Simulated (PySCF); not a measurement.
**Potential energy of LiSi along the bond**

Set-up: PySCF, no relativity, basis sets Li def2-TZVP, Si def2-TZVP. Energies in eV from Li + Si in their ground configurations at the same level. All curves are PBE0. state 1: ⁴Σ⁻ (quartet), unpaired electrons σ ↑, π ↑↑; state 2: Ms = 0.5 determinant of mixed spin (⟨S²⟩ near 1.8), unpaired electrons σ ↑, π ↑↓, a mixture of terms (⟨Lz²⟩ = 2.0), a second solution, started from another occupation; state 3: Ms = 0.5 determinant of mixed spin (⟨S²⟩ near 1.8), unpaired electrons σ ↓, π ↑↑, a second solution, started from another occupation; state 4: ²Π (doublet), unpaired electrons π ↑, a second solution, started from another occupation.

| R (Å) | state 1 | state 2 | state 3 | state 4 |
| --- | --- | --- | --- | --- |
| 2.032 | -1.442 | -0.939 | -0.882 | -0.364 |
| 2.127 | -1.624 | -1.128 | -1.077 | -0.692 |
| 2.221 | -1.727 | -1.236 | -1.192 | -0.917 |
| 2.292 | -1.764 | -1.278 | -1.239 | -1.032 |
| 2.363 | -1.774 | -1.293 | -1.260 | -1.110 |
| 2.434 | -1.763 | -1.287 | -1.259 | -1.159 |
| 2.528 | -1.723 | -1.253 | -1.233 | -1.186 |
| 2.647 | -1.644 | -1.183 | -1.174 | -1.176 |
| 2.788 | -1.523 | -1.073 | -1.078 | -1.117 |
| 2.977 | -1.340 | -0.906 | -0.935 | -0.991 |

Put a parabola through the three lowest points of the state 1 curve and estimate Re, k and ωe (reduced mass 5.609 u; 1 eV/Å² = 0.16022 mdyn/Å; ωe = 1302.8·√(k/μ) cm⁻¹).

Through R = 2.292, 2.363, 2.434 Å the second-order coefficient is 2.08 eV/Å², so Re ≈ 2.361 Å, k ≈ 0.667 mdyn/Å and ωe ≈ 449 cm⁻¹. A polynomial fit of higher order to the unrounded PBE0 energies gives Re = 2.359 Å, k = 0.684 mdyn/Å, ωe = 455 cm⁻¹; anharmonicity and rounding make the difference.

The higher-order fit for each curve: state 1: Re = 2.359 Å, ωe = 455 cm⁻¹, De = 1.77 eV; state 2: Re = 2.375 Å, ωe = 442 cm⁻¹, minimum 1.29 eV below the ground-state fragments; state 3: Re = 2.395 Å, ωe = 424 cm⁻¹, minimum 1.26 eV below the ground-state fragments; state 4: Re = 2.558 Å, ωe = 403 cm⁻¹, minimum 1.19 eV below the ground-state fragments.

The state was picked by a PBE0 search and need not be the measured ground state.
